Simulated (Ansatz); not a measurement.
**Relaxing Be12Cr**

Computed with DFT r2SCAN, scalar-relativistic, plane waves, PAW in Ansatz. Cutoff 500 eV, Γ-centred k mesh, Gaussian smearing, collinear spin, first started from parallel moments.

This is the end of a relaxation of cell and atoms.

```yaml
crystal:
  lattice:
    - [-3.61943, 3.61943, 2.05535]
    - [3.61943, -3.61943, 2.05535]
    - [3.61943, 3.61943, -2.05535]
  atoms:
    - { symbol: Be, position: [0.50000, 0.28689, 0.78689] }
    - { symbol: Be, position: [0.00000, 0.50000, 0.00000] }
    - { symbol: Be, position: [0.00000, 0.00000, 0.50000] }
    - { symbol: Be, position: [0.50000, 0.50000, 0.50000] }
    - { symbol: Be, position: [0.50000, 0.00000, 0.00000] }
    - { symbol: Be, position: [0.00000, 0.65088, 0.65088] }
    - { symbol: Be, position: [0.34912, 0.00000, 0.34912] }
    - { symbol: Be, position: [0.65088, 0.00000, 0.65088] }
    - { symbol: Be, position: [0.00000, 0.34912, 0.34912] }
    - { symbol: Be, position: [0.50000, 0.71311, 0.21311] }
    - { symbol: Be, position: [0.28689, 0.50000, 0.78689] }
    - { symbol: Be, position: [0.71311, 0.50000, 0.21311] }
    - { symbol: Cr, position: [0.00000, 0.00000, 0.00000] }
```

The zero of energy is the elements' standard structures at the same level; no fitted shifts are applied.

Question: What space group does it have?

Answer: I4/mmm (No. 139). Conventional cell: a = 7.239 Å, c = 4.111 Å. Be on Wyckoff site j (4 atoms of the primitive cell) has 10 Be at 2.10–2.35 Å and 2 Cr at 2.57 Å; Be on Wyckoff site f (4 atoms of the primitive cell) is coordinated by 10 Be at 2.06–2.20 Å; Be on Wyckoff site i (4 atoms of the primitive cell) has 9 Be at 2.18–2.35 Å, 1 Cr at 2.53 Å and 4 Be at 2.57 Å; Cr has 12 Be at 2.53–2.57 Å and 8 Be at 2.76 Å.

Question: What is its formation energy per atom?

Answer: -0.06 eV/atom.

Question: Is it a metal?

Answer: Yes, bands cross the Fermi level on the 8×8×10 mesh.

Question: What net moment does it keep?

Answer: 0.15 μB per atom, with site moments up to 2.41 μB.

The final run used a 8×8×10 mesh on its 13-atom cell and 0.10 eV smearing. The k mesh leaves about 4 meV/atom of noise in metals. The magnetic state reached may not be the lowest.

Cost: 2 runs of about 9.2 core-minutes in all, on Intel Xeon 6975P-C (Granite Rapids) (shared hosts).